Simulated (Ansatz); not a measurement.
Process, species as SMILES: [C-]#[S+] (C-S) → CS+ (doublet, bonded as [C-]#[S+]) + e-
B3LYP-D3(BJ)/def2-TZVP geometries, fixed; electronic energies without zero-point terms.
Largest species:
```xyz
2

C      0.0000     0.0000    -1.1142
S      0.0000     0.0000     0.4178
```

Basis-set convergence of the adiabatic ionisation energy at PBE with Ansatz (a quantum-chemistry and plane-wave program). All functions are spherical. The program fits the integrals of some runs and decomposes those of others, by size. Open shells are unrestricted. No added dispersion term, no relativity. Functions are those of the species that has most. Reference: the value in aug-cc-pV(5+d)Z, 11.240 eV, itself unsure by roughly 0.003 eV (its mean distance from pcseg-4, aug-pcseg-3, aug-cc-pV(Q+d)Z). Deviations are taken from unrounded values.

```
basis            functions  adiabatic ionisation energy (eV)  minus reference (eV)
---------------  ---------  --------------------------------  --------------------
pcseg-0                 22                            11.696                 0.457
pcseg-1                 32                            11.343                 0.104
def2-SVPD               47                            11.340                 0.101
aug-cc-pV(D+d)Z         55                            11.314                 0.074
pcseg-2                 64                            11.259                 0.020
def2-TZVPD              83                            11.249                 0.009
jun-cc-pV(T+d)Z         87                            11.258                 0.019
def2-TZVPPD             88                            11.248                 0.009
aug-cc-pV(T+d)Z        101                            11.257                 0.018
pcseg-3                124                            11.234                -0.006
def2-QZVPPD            142                            11.240                 0.001
aug-cc-pV(Q+d)Z        169                            11.244                 0.005
pcseg-4                206                            11.236                -0.004
aug-cc-pV(5+d)Z        263                            11.240                 0.000
```

The smallest set listed that lies within 0.05 eV of the reference with all its larger relatives (same family, alike in diffuse functions; a set with none counts only in the reference's own line) is pcseg-2 (64 functions, 0.020 eV off).
